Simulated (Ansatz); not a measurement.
This geometry of C5H13N (19 atoms, charge 0, multiplicity 1) is a first-order saddle point.

Method: RKS LDA/STO-3G in Ansatz.

```xyz
19
Properties=species:S:1:pos:R:3
C 0.710 -1.717 -0.691
C 0.750 -0.371 0.056
C 1.204 0.753 -0.894
C -0.693 -0.076 0.631
C -0.664 1.196 1.522
N -1.708 0.005 -0.394
H 1.653 -1.908 -1.228
H -0.118 -1.678 -1.419
H 0.524 -2.549 0.006
H 1.453 -0.434 0.909
H 2.185 0.516 -1.335
H 1.282 1.714 -0.364
H 0.473 0.860 -1.712
H -0.954 -0.943 1.275
H 0.129 1.118 2.283
H -1.633 1.331 2.027
H -0.467 2.086 0.904
H -1.774 0.841 -0.993
H -2.394 -0.749 -0.526
```

Q: Which two structures does it join? (They come from a converged band through this point; their orientation in space is the band's.)

A: No bond is made or broken. The height of N6 over the plane of its neighbours goes from -0.50 to 0.50 Å.

Initial state:

```xyz
19
Properties=species:S:1:pos:R:3
C 0.767 -1.736 -0.702
C 0.760 -0.380 0.030
C 1.179 0.751 -0.933
C -0.668 -0.149 0.615
C -0.735 1.120 1.502
N -1.659 -0.156 -0.523
H 1.697 -1.876 -1.275
H -0.100 -1.747 -1.384
H 0.659 -2.565 0.014
H 1.471 -0.403 0.879
H 2.208 0.580 -1.287
H 1.141 1.733 -0.437
H 0.516 0.769 -1.812
H -0.914 -1.029 1.245
H 0.005 1.063 2.316
H -1.737 1.226 1.949
H -0.523 2.021 0.904
H -1.510 0.786 -0.998
H -2.601 -0.011 -0.048
```

Final state:

```xyz
19
Properties=species:S:1:pos:R:3
C 0.674 -1.724 -0.680
C 0.684 -0.358 0.036
C 1.092 0.762 -0.942
C -0.716 -0.078 0.697
C -0.671 1.178 1.590
N -1.859 0.071 -0.269
H 1.658 -1.935 -1.128
H -0.076 -1.731 -1.489
H 0.428 -2.532 0.027
H 1.428 -0.397 0.856
H 2.066 0.534 -1.402
H 1.169 1.730 -0.423
H 0.348 0.858 -1.751
H -0.952 -0.959 1.331
H 0.125 1.087 2.345
H -1.638 1.308 2.100
H -0.477 2.076 0.981
H -1.557 0.873 -0.903
H -1.766 -0.769 -0.918
```

Q: How far does it lie above each of them?

A: 0.37 eV above the first and 0.37 eV above the second. This is the barrier of this one path; another mechanism may lie lower. Limits of this set-up: minimal basis.

The run took 4.1 min on 1 thread of Arm Neoverse V1, with other jobs on the host, peak memory 0.1 GiB.
